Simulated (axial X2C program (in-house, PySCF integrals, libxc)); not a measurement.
**FAlF: bond lengths and stretches, held linear**

How do method and spin–orbit coupling move the bonds and stretches of FAlF, held linear?

Computed with an in-house X2C program for linear molecules on PySCF integrals. Level: all-electron X2C, two-component (2c) or spin-free, F dyall-av3z, Al dyall-v3z.

All values are calculated.

1 further run of the same task is left out (set aside as unsound or not needed).

### 1 Set-up

File task.json:

```json
{
 "zs": [
  9,
  13,
  9
 ],
 "q": 0,
 "bas": [
  "dyall-av3z",
  "dyall-v3z",
  "dyall-av3z"
 ],
 "r0": [
  1.9,
  1.9
 ],
 "symm": 1,
 "scan": [
  "PBE0",
  "HF",
  "r2SCAN"
 ],
 "levels": [
  "PBE0",
  "HF",
  "PBE"
 ],
 "nst": 2
}
```

Keys: zs atomic numbers; q charge; bas basis sets; r0 starting distance in Å; symm equal bonds; scan levels of the two-bond scan (MP2 follows by itself at each HF point); levels methods; nst determinants followed.

Run with:

```bash
> python solin.py task.json out
```

Masses F 18.998, Al 26.982, F 18.998 u.

### 2 Scan at PBE0, 2c

State: Ω = 1/2 (beyond evenly filled blocks: ω = 1/2). Energies above the lowest point, from the job's result record:

```tsv
r(F–Al) (Å)	r(Al–F) (Å)	E (meV)
1.6273	1.6273	42.35
1.6273	1.6690	20.87
1.6273	1.7107	42.03
1.6690	1.6273	20.87
1.6690	1.6690	0.00
1.6690	1.7107	21.84
1.6690	1.7525	77.12
1.7107	1.6273	42.03
1.7107	1.6690	21.84
1.7107	1.7107	44.42
1.7525	1.6690	77.12
1.7525	1.7525	157.47
```

A quadratic surface with cubic terms in each bond gives the minimum at 1.667 and 1.667 Å, force constants 3.98, 3.98 and coupling 0.07 mdyn/Å.

### 3 Scan at HF, 2c

State: Ω = 1/2 (beyond evenly filled blocks: ω = 1/2). Energies above the lowest point, from the job's result record:

```tsv
r(F–Al) (Å)	r(Al–F) (Å)	E (meV)
1.6273	1.6273	0.00
1.6273	1.6690	7.89
1.6273	1.7107	57.57
1.6690	1.6273	7.89
1.6690	1.6690	16.35
1.6690	1.7107	66.72
1.6690	1.7525	149.67
1.7107	1.6273	57.57
1.7107	1.6690	66.72
1.7107	1.7107	117.86
1.7525	1.6690	149.67
1.7525	1.7525	286.47
```

A quadratic surface with cubic terms in each bond gives the minimum at 1.641 and 1.641 Å, force constants 4.46, 4.46 and coupling 0.07 mdyn/Å.

### 4 Scan at r2SCAN, 2c

State: Ω = 1/2 (beyond evenly filled blocks: ω = 1/2). Energies above the lowest point, from the job's result record:

```tsv
r(F–Al) (Å)	r(Al–F) (Å)	E (meV)
1.6273	1.6273	45.56
1.6273	1.6690	22.48
1.6273	1.7107	42.77
1.6690	1.6273	22.48
1.6690	1.6690	0.00
1.6690	1.7107	20.95
1.6690	1.7525	75.78
1.7107	1.6273	42.77
1.7107	1.6690	20.95
1.7107	1.7107	42.62
1.7525	1.6690	75.78
1.7525	1.7525	154.70
```

A quadratic surface with cubic terms in each bond gives the minimum at 1.668 and 1.668 Å, force constants 4.02, 4.02 and coupling 0.07 mdyn/Å.

### 5 The levels side by side

| level | r(F–Al) (Å) | r(Al–F) (Å) | lower stretch (cm⁻¹) | upper stretch (cm⁻¹) |
| --- | --- | --- | --- | --- |
| PBE0, 2c | 1.667 | 1.667 | 601.5 | 917.4 |
| HF, 2c | 1.641 | 1.641 | 636.5 | 972.0 |
| r2SCAN, 2c | 1.668 | 1.668 | 604.5 | 922.6 |
| MP2, 2c | 1.672 | 1.672 | 603.9 | 923.3 |
| PBE0, spin-free | 1.667 | 1.667 | 601.3 | 917.2 |
| HF, spin-free | 1.641 | 1.641 | 636.3 | 971.7 |
| r2SCAN, spin-free | 1.668 | 1.668 | 604.3 | 922.4 |
| MP2, spin-free | 1.672 | 1.672 | 603.8 | 923.1 |

Scans not shown above were run alike.

In words: Over the levels the F–Al bond spans 1.641 to 1.672 Å and the Al–F bond 1.641 to 1.672 Å. At PBE0 spin–orbit coupling leaves both bonds unchanged to 0.001 Å. Each state is one determinant, the lowest of a limited PBE0 search; the stretches come from a fit to few points and are good to some per cent at best. The stretches are sorted by size, and where the two bonds are alike the symmetric and antisymmetric modes can swap order between levels. MP2 freezes inner shells (threshold -2 hartree). The molecule was held linear; bending was not examined, so a bent shape may lie lower.
